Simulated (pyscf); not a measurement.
Thermochemistry of product channels of Ga–AsH₂ [singlet] + H• on the doublet surface, in eV, from ωB97M-D3(BJ)/def2-TZVP energies (ideal gas, 1 atm, RRHO with modes under 100 cm⁻¹ raised to 100, one conformer, R ln 2 for rigid chiral ones). Optimised with ωB97X-D3(BJ)/def2-SVP in PySCF.

```csv
products,ΔE,ΔH(298 K),ΔG(298 K),ΔG(1200 K)
[Ga=AsH]• + H₂,-1.35,-1.28,-1.32,-1.42
HGa=As• + H₂,-0.90,-0.82,-0.78,-0.67
GaH [singlet] + AsH₂•,-0.70,-0.66,-0.72,-0.83
H₂Ga–AsH•,-1.92,-1.80,-1.51,-0.58
GaH₂• + AsH [triplet],+0.61,+0.63,+0.53,+0.34
[HGa–AsH₂]•,-1.79,-1.66,-1.37,-0.44
```

These are energies of the channels, which say nothing of barriers. The term symbol of open-shell HGa=As• was not checked; spin-orbit terms and orbital degeneracy are left out. Elements up to Kr have no core potential and no relativistic terms here.
